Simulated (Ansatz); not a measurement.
## Ansatz (development build ahead of 0.2.0) run

```yaml
crystal:
  periodic: [false, false, false]
  atoms:
    - { symbol: H, position_ang: [-1.27351, -0.73096, 0.51877] }
    - { symbol: "N", position_ang: [-0.40234, -0.92069, 0.97161] }
    - { symbol: Si, position_ang: [3.04094, -1.6706, 2.7615] }
basis:
  gaussian: { orbitals: STO-3G }
hamiltonian:
  xc: hf
correlation:
  method: fci
  frozen_orbitals: { H: 0, "N": 1, Si: 5 }
```

The input is written out in the form of the current development build from the run's settings.

Output:

```
Converged          : yes
Reference energy   : -339.51487 hartree
Correlation energy : -0.24389 hartree
Total energy       : -339.75876 hartree
State              : lowest singlet root, of any spatial symmetry
```
